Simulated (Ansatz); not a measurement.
## What a trial cell of BiW₂ relaxes into

The calculation used DFT PBE, scalar-relativistic, plane waves, PAW in Ansatz 0.2.0. Cutoff 420 eV, Γ-centred k mesh, Gaussian smearing, no spin polarisation in the final step.

The start puts BiW₂ on the fluorite structure type (Fm-3m, No. 225), with Bi in place of Ca, W in place of F, at a guessed volume.

```xyz
3
Lattice="0.0000 3.1324 3.1324 3.1324 0.0000 3.1324 3.1324 3.1324 0.0000" Properties=species:S:1:pos:R:3 pbc="T T T"
Bi    0.0000    0.0000    0.0000
W     1.5662    1.5662    1.5662
W     4.6985    4.6985    4.6985
```

Cell and atoms relax at zero pressure; the relaxation can't lower the symmetry of the start. After a coarse first stage the cell is made exact in the group found at 0.06 Å.

Energies over the elements count from the elements' standard structures at the same level, with no empirical corrections.

Which crystal results?

It keeps Fm-3m (No. 225). The result has the fluorite structure. Conventional cell: a = 6.404 Å. Around Bi lie 8 W at 2.77 Å; around W lie 4 Bi at 2.77 Å and 6 W at 3.20 Å.

Space group Fm-3m (No. 225). a = 6.404 Å, b = 6.404 Å, c = 6.404 Å, α = 90.00°, β = 90.00°, γ = 90.00°
```tsv
atom	site	symmetry	x	y	z
Bi	4a	m-3m	0.0000	0.0000	0.0000
W	8c	-43m	0.2500	0.7500	0.7500
```

What are its volume, energy, density and gap?

The volume per atom is 21.88 Å³ and the density is 14.59 g/cm³. The energy over the elements is 2.08 eV/atom and the gap on the 12×12×12 mesh is 0 eV (a metal).

The final run used a 12×12×12 mesh on its 3-atom cell and 0.10 eV smearing. For metals, differences of a few meV/atom aren't resolved. Spin–orbit coupling is left out. Symmetry constrained the relaxation, so the result can be a saddle point. The steps took of the order of 60 core-seconds in all.

Cost: 3 runs of about 0.93 core-minutes in all, on AMD EPYC 7R43 (Zen 3) (shared hosts).